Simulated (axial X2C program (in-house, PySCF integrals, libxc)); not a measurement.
## AlO⁻: from Re and ωe to a spectrum

A bond curve at the PBE0 level, two-component, was computed with an axial X2C code built on PySCF integrals (basis Al dyall-av3z [9s9p3d2f], O dyall-av3z [7s6p3d2f] (cores contracted in-house)) for the state Ω = 0 (closed shell). Its fit gives Re = 1.6445 Å, ωe = 977.0 cm⁻¹, ωexe = 4.77 cm⁻¹ and αe = 4.600e-03 cm⁻¹; the masses are 26.9815 and 15.9949 u. Two-component means X2C with spin–orbit coupling and atomic mean-field Coulomb and Gaunt terms.

Find the reduced mass, Be and the force constant.

From the PBE0 values: μ = 10.0419 u. Be = 16.8576/(μ Re²) = 0.6207 cm⁻¹. k = 5.8918×10⁻⁷ μ ωe² = 5.65 mdyn/Å.

A Morse curve ties αe to the other constants (Pekeris). How well does that hold?

αe(Morse) = 6Be²/ωe × (√(ωexe/Be) − 1) = 4.193e-03 cm⁻¹; the PBE0 curve gives 4.600e-03 cm⁻¹, a ratio of 0.91.

Where do the fundamental and the first overtone lie?

ν(1←0) = ωe − 2ωexe = 967.5 cm⁻¹; ν(2←0) = 2ωe − 6ωexe = 1925.4 cm⁻¹.

Estimate the centrifugal constant by the Kratzer relation.

D = 4Be³/ωe² = 1.00e-06 cm⁻¹.

Estimate De from a Morse curve and compare with the computed well depth of 6.028 eV to Al + O-.

De(Morse) = ωe²/(4ωexe) = 6.203 eV against 6.028 eV computed, a ratio of 1.03. For De the Morse form works well here.

The state is a single determinant with fixed occupations, the lowest that a limited PBE0 search found. Dissociation energies refer to the lowest single-determinant-based atoms at the same level and basis. In 2c an atomic determinant is not the ground J level, so De misses part of the atomic spin–orbit lowering. This holds for PBE0. Without a current term, density functionals place determinants with orbital angular momentum somewhat too high.
